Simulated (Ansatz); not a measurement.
# C2H6N2O: the cost of one run

Method: RKS PBE/def2-SVP, in Ansatz 0.2.0.

## Step 1: The system as given

Bond lengths: N1–C2 1.374 Å, C2–N3 1.470 Å, N3–C4 1.524 Å, C2–O5 1.450 Å, C4–O5 1.394 Å, N1–H6 1.039 Å, N1–H7 1.052 Å, C2–H8 1.114 Å, N3–H9 0.972 Å, C4–H10 1.063 Å, C4–H11 1.110 Å. Angles (14 of 19 angles, heavy atoms first): N1–C2–N3 110.3°, N1–C2–O5 112.4°, N3–C2–O5 86.6°, C2–N3–C4 83.2°, N3–C4–O5 86.5°, C2–O5–C4 88.7°, N1–C2–H8 113.8°, N3–C2–H8 119.1°, O5–C2–H8 111.8°, C2–N1–H6 116.0°, C2–N1–H7 112.9°, C2–N3–H9 108.0°, C4–N3–H9 114.2°, N3–C4–H10 115.0°.

As a file:

```xyz
11

N    -0.1517    1.4295    0.9191
C     0.4011    0.2229    0.5630
N    -0.6472   -0.7055    0.1152
C     0.3921   -1.0887   -0.9312
O     0.8729    0.2134   -0.8077
H    -0.9634    1.3857    1.5666
H    -0.5250    1.9678    0.0963
H     1.1803   -0.1413    1.2710
H    -1.3869   -0.1794   -0.2328
H     1.0359   -1.8873   -0.6527
H    -0.1427   -1.2740   -1.8861
```

## Step 2: Relaxing end A

Input file input.yaml:

```yaml
crystal:
  periodic: [false, false, false]
  atoms:
    - { symbol: "N", position_ang: [-0.1517, 1.4295, 0.9191] }
    - { symbol: C, position_ang: [0.4011, 0.2229, 0.563] }
    - { symbol: "N", position_ang: [-0.6472, -0.7055, 0.1152] }
    - { symbol: C, position_ang: [0.3921, -1.0887, -0.9312] }
    - { symbol: O, position_ang: [0.8729, 0.2134, -0.8077] }
    - { symbol: H, position_ang: [-0.9634, 1.3857, 1.5666] }
    - { symbol: H, position_ang: [-0.525, 1.9678, 0.0963] }
    - { symbol: H, position_ang: [1.1803, -0.1413, 1.271] }
    - { symbol: H, position_ang: [-1.3869, -0.1794, -0.2328] }
    - { symbol: H, position_ang: [1.0359, -1.8873, -0.6527] }
    - { symbol: H, position_ang: [-0.1427, -1.274, -1.8861] }
basis:
  gaussian: { orbitals: def2-SVP }
hamiltonian:
  xc: pbe
relax:
  f_tol: 0.015
  max_steps: 40
```

On the command line:

```sh
ansatz run input.yaml --threads 2 --pin off --max-ram 3072MiB --backend cpu --events-out ev --progress --plain --runs-dir out
```

What time and memory should one allow on 2 threads of Intel Xeon Platinum 8488C (Sapphire Rapids), shared host?

About 14 s, with a peak of 0.21 GiB.
